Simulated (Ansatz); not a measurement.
# BH2O radical: one species, many methods

The task here is to estimate one member of a computed series from the others.

Method: functionals in def2-TZVPP, the program's frozen cores in correlated methods; program: Ansatz 0.2.0, Gaussian basis.

The runs, in order: LDA (SPW92), PBE-D4, revPBE-D4, BLYP-D4, r2SCAN-D4, B97M-V, PBE0-D4, B3LYP-D4, r2SCANh-D4, r2SCAN0-D4, HSE06-D4, BHLYP-D4, CAM-B3LYP-D4, LC-ωPBE, ωB97X-V, ωB97M-V, B2PLYP, PBE-QIDH; CCSD(T)/def2-SVP; CCSD(T)/def2-TZVPP; CCSD(T)/def2-QZVPP; extrapolation to the limit; RPA on PBE.

### Structure used throughout

The geometry comes from an earlier relaxation with PBE0-D4 in a triple-zeta def2 set; it is a stationary point.

SMILES `B[O]`, 4 atoms, charge 0, spin multiplicity 2.

Atoms are counted from 1 here; the program's logs count them from 0.

Bond lengths: B1–O2 1.281 Å, B1–H3 1.211 Å, B1–H4 1.211 Å. Angles: O2–B1–H3 119.9°, O2–B1–H4 119.9°, H3–B1–H4 120.2°.

The first run:

in.yaml reads:

```yaml
crystal:
  periodic: [false, false, false]
  atoms:
    - {symbol: B, position_ang: [-0.001051, -0.010288, -0.015130]}
    - {symbol: O, position_ang: [1.025286, -0.340806, 0.676880]}
    - {symbol: H, position_ang: [-1.052622, -0.587743, 0.151623]}
    - {symbol: H, position_ang: [0.083887, 0.878536, -0.833572]}
basis:
  gaussian: {orbitals: def2-TZVPP}
magnetization: {spin_polarized: true, initial_magnetization: 1}
hamiltonian: {xc: lda}
output: {orbitals: {seedname: orbitals}}
```

Among the steps run: LDA; PBE-D4 (GGA); revPBE-D4 (GGA); BLYP-D4 (GGA); r2SCAN-D4 (meta-GGA); B97M-V (meta-GGA); PBE0-D4 (hybrid); B3LYP-D4 (hybrid); r2SCANh-D4 (hybrid); r2SCAN0-D4 (hybrid); HSE06-D4 (hybrid); BHLYP-D4 (hybrid); CAM-B3LYP-D4 (range-separated); LC-ωPBE-D4 (range-separated; the results give it without D4); ωB97X-V (range-separated); ωB97M-V (range-separated); B2PLYP (double hybrid); PBE-QIDH (double hybrid).

One table of the session follows, with a row left open; its other results are not shown here.

It belongs to the step «Orbital energies across the functionals». 

| functional | HOMO (eV) | LUMO (eV) | gap (eV) |
| --- | --- | --- | --- |
| LDA (SPW92) | -7.53 | -6.19 | 1.35 |
| PBE-D4 | -7.61 | -5.87 | 1.73 |
| revPBE-D4 | -7.59 | -5.79 | 1.80 |
| BLYP-D4 | -7.56 | -5.82 | 1.74 |
| r2SCAN-D4 | -8.15 | -5.37 | 2.78 |
| B97M-V | -8.04 | -5.48 | 2.57 |
| PBE0-D4 | -9.30 | -4.46 | 4.84 |
| B3LYP-D4 | -9.07 | -4.91 | 4.16 |
| r2SCANh-D4 | -8.76 | -4.84 | 3.92 |
| r2SCAN0-D4 | -9.65 | -4.01 | 5.64 |
| HSE06-D4 | ? | ? | ? |
| BHLYP-D4 | -10.84 | -2.87 | 7.97 |
| CAM-B3LYP-D4 | -10.78 | -3.35 | 7.43 |
| LC-ωPBE | -12.12 | -2.07 | 10.05 |
| ωB97X-V | -11.71 | -2.25 | 9.46 |
| ωB97M-V | -11.48 | -2.34 | 9.14 |

Q: Estimate the row for HSE06-D4 from the others.

**Answer.** HOMO (eV): -8.89; LUMO (eV): -4.86; gap (eV): 4.03. In the column «HOMO (eV)» it lies between B3LYP-D4 (-9.07) and r2SCANh-D4 (-8.76).
